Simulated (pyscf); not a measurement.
`[OH][SiH2][OH]` + `[H][H]` + `[FH]` -> `[OH][SiH3]` + `[OH2]` + `[FH]`, a multi-bond step (singlet surface; O–Si, H–H, F–H broken, H–Si, H–O, F–H formed). PySCF, gas phase, ωB97X-D3(BJ)/def2-SVP geometries. Energies in kcal/mol from the separated reactants.

Small-basis levels: PySCF, no dispersion term, spherical d functions. 

**Question.** Quick MP2/6-31G* single points give ΔE‡ = 43.3 kcal/mol and ΔE = +28.4 kcal/mol. What does ωB97M-D3(BJ)/def2-TZVP give, and how far is the quick result from it?

**Answer.** ωB97M-D3(BJ)/def2-TZVP gives ΔE‡ = 35.7 kcal/mol and ΔE = +23.2 kcal/mol. MP2/6-31G* lies 7.6 kcal/mol over it in the barrier and 5.3 kcal/mol over it in the reaction energy, so on this step it does not hold to within 3.0 kcal/mol. ωB97M-D3(BJ)/def2-TZVP has limits of its own. On the reactant side the descent ends in a bound adduct (not fully relaxed), 10.2 kcal/mol under the separated species and 46.3 kcal/mol under the saddle at ωB97X-D3(BJ)/def2-TZVP. On the product side the descent ends in a bound adduct, 9.7 kcal/mol under the separated species and 22.5 kcal/mol under the saddle at ωB97X-D3(BJ)/def2-TZVP. This is the saddle that the search found; another between the same sides may lie lower.
